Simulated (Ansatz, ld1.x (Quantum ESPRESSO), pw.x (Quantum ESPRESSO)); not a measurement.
## strontium (Sr): one change to the RRKJ potential, in the atom and in the fcc crystal

* Element: Sr
* Generator: ld1.x (Quantum ESPRESSO) 7.5
* Type: norm-conserving RRKJ (Kleinman–Bylander form)
* Functional: PBE
* Relativity: scalar-relativistic
* Frozen core: [Kr]
* Valence charge: 2
* Reference configuration: 4d0 5s1 5p0 (charge +1)
* Partial waves: 5p (bound, empty): rc 4.20 bohr; 4d (bound, empty): rc 2.75 bohr; 5s (bound): rc 2.55 bohr
* Local potential: the s channel
* Core correction: none
* rho0: 0.02

Change: core correction a·sin(br)/r model core inside 2.28 bohr.

Cutoffs, loose and tight: the cutoffs (Ry, on a coarse ladder) from which the occupation-weighted sum of valence levels, in a spherical-Bessel basis at the reference potential, stays within 10 and 1 mRy of its value at 400 Ry. They do not see the model core or the augmentation charge, which bear on the density cutoff. Test errors are all-electron minus pseudo excitation energies from the reference, over the configurations 4d0 5s2 5p0; 4d0 5s1.5 5p0; 4d0 5s1 5p1; 4d1 5s0 5p0; 4d0 5s0 5p1; 4d0 5s0 5p2; 4d1 5s1 5p0; variants that change the core or the reference have their own tests.

Crystal test: fcc Sr in pw.x 7.5, no spin, 10³ k-points, Fermi–Dirac smearing 0.01 Ry, cutoffs set for each file from its atomic test. The reference is all-electron LAPW (Ansatz 0.2.0) with the same functional, mesh and smearing; V0 and B0 come from Birch–Murnaghan fits to the pressures at five volumes. Errors are pseudo minus all-electron; Δ is the rms difference of the E(V) curves that follow from these fits, minima aligned, over ±6 % about the mean V0. Mesh and smearing are coarse, so the numbers serve the comparison and aren't converged zero-temperature values; the lattice is a test structure that the element need not adopt.

All-electron: a0 = 6.043 Å (V0 = 55.17 Å³/atom), B0 = 11.8 GPa.

Problem. Does the change bring the crystal closer to the all-electron result?

Solution. The mean pressure error goes from -1.13 to -0.12 GPa, so the change moves the solid closer to the all-electron pressures.

```csv
quantity,base,changed
outcome (atom),generated,generated
"cutoff, loose (atom)",10 Ry,10 Ry
"cutoff, tight (atom)",18 Ry,18 Ry
bound ghosts (atom),none,none
largest test error (meV) (atom),-4167 over the solved tests; 2 of 7 tests not solved or not reliable,-4211 over the solved tests; 1 of 7 tests not solved or not reliable
cutoffs in pw.x (Ry),35/140,50/200
a0 (Å),–,6.023
a0 error (%),–,-0.34
B0 error (%),–,+5.3
Δ (meV/atom),–,1.5
mean pressure error (GPa),-1.13,-0.12
```

A dash: not determined, or the minimum lies outside the volumes sampled.

Base: The largest radius (4.20 bohr) exceeds half the bond length (4.04 bohr), so the spheres overlap, which is one possible source of error among others. This is a poor potential for the solid. Atomic configuration tests: 2 of 7 tests not solved or not reliable. The logarithmic derivative shows an extra or strongly shifted pseudo pole above the reference energy (s near 0.50 Ry). The cutoffs count occupied waves only; the empty 4d level needs 15 Ry at the loose tolerance. Changed file: The largest radius (4.20 bohr) exceeds half the bond length (4.04 bohr), so the spheres overlap, which is one possible source of error among others. Atomic configuration tests: 1 of 7 tests not solved or not reliable. The logarithmic derivative shows an extra or strongly shifted pseudo pole above the reference energy (s near 0.50 Ry). The cutoffs count occupied waves only; the empty 4d level needs 15 Ry at the loose tolerance. The atomic cutoffs weigh occupied waves only.
